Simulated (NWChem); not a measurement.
# nitrogen dioxide (NO$_{2}$, doublet); SMILES [O]N=O

```xyz
3

O     -1.0929     0.0000    -0.1385
N      0.0000     0.0000     0.3140
O      1.0929     0.0000    -0.1385
```
Atoms are numbered in this order, from 1.

Results from NWChem. Pople sets run with spherical d functions. Spin-unrestricted. In the optimisation the excess spin sits in a1 (C2v, its own frame). Geometry: optimised at PBE0/def2-SVP, spin-unrestricted. No stability test was run on the SCF state. Vzz is the largest principal value of the second derivative of the potential at the nucleus (NWChem prints the opposite sign); η is the asymmetry. Non-relativistic.

```
level           Vzz O3 (a.u.)  η O3  Vzz N2 (a.u.)  η N2
--------------  -------------  ----  -------------  ----
PBE0/def2-TZVP         -1.478  0.92         -0.757  0.65
PBE0/def2-SVP          -1.471  0.95         -0.747  0.45
UHF/def2-SVP           -1.647  0.99          0.939  0.67
UHF/6-31G*              1.660  0.96          0.891  0.72
```
